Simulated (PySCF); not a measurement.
Isomers of C2H2O2, one conformer each; single-point electronic energies without zero-point terms and without any empirical dispersion term.

Level: PBE0/pcSseg-1 in PySCF, non-relativistic, each on one gas-phase PBE0-D3(BJ)/def2-SVP geometry that isn't relaxed in the solvent. The solvent is an IEF-PCM continuum (Bondi radii, 1.10 Å for H, scaled by 1.2). Only the electrostatic response of the medium enters.

```
                  isomer  relative energy, gas (kJ/mol)  dipole (D)
      `O=CC=O` (glyoxal)                            0.0        0.01
`O=C=CO` (hydroxyketene)                           61.8        2.17
```

Problem. How do the relative energies look in cyclohexane (ε = 2.017)?

Solution. 
```tsv
isomer	relative energy, solvent (kJ/mol)	E(solvent) − E(gas) (kJ/mol)	dipole in solvent (D)
`O=CC=O` (glyoxal)	0.0	-8.9	0.00
`O=C=CO` (hydroxyketene)	62.0	-8.7	2.36
```

The order is unchanged. Conformers: `[O:1]=[CH:2][CH:3]=[O:4]` with O1–C2–C3–O4 180°; `[O:1]=[C:2]=[CH:3][OH:4]` with C2–C3–O4–H -106°. `O=CC=O` (glyoxal) gains most from the continuum, while `O=C=CO` (hydroxyketene) has the largest gas-phase dipole. The gains span 0.2 kJ/mol, the gas-phase energies 61.8 kJ/mol.
